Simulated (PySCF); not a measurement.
Isomers of C5H13N, one conformer each; single-point electronic energies without zero-point terms and without any empirical dispersion term.

Level: wB97X-D/pcSseg-2 in PySCF, non-relativistic, each on one gas-phase PBE0-D3(BJ)/def2-TZVP geometry that isn't relaxed in the solvent. The solvent is an IEF-PCM continuum (Bondi radii, 1.10 Å for H, scaled by 1.2). The model holds no explicit solvent molecules, cavitation or dispersion.

```tsv
isomer	relative energy, gas (kJ/mol)	dipole (D)
`CCCN(C)C`	0.0	0.48
`CC(C)N(C)C`	1.9	0.58
```

Q: How do the relative energies look in chloroform (ε = 4.711)?

A: 
```json
{"isomer": "`CCCN(C)C`", "relative energy, solvent (kJ/mol)": "0.0", "E(solvent) − E(gas) (kJ/mol)": "-7.0", "dipole in solvent (D)": "0.69"}
{"isomer": "`CC(C)N(C)C`", "relative energy, solvent (kJ/mol)": "2.1", "E(solvent) − E(gas) (kJ/mol)": "-6.8", "dipole in solvent (D)": "0.81"}
```

The order is unchanged. Conformers: `[CH3:1][CH2:2][CH2:3][N:4]([CH3:5])[CH3:6]` with C1–C2–C3–N4 -171°, C2–C3–N4–C5 -65°; `[CH3:1][CH:2]([CH3:3])[N:4]([CH3:5])[CH3:6]` with C1–C2–N4–C5 -70°. `CCCN(C)C` gains most from the continuum, while `CC(C)N(C)C` has the largest gas-phase dipole. The gains span 0.2 kJ/mol, the gas-phase energies 1.9 kJ/mol.
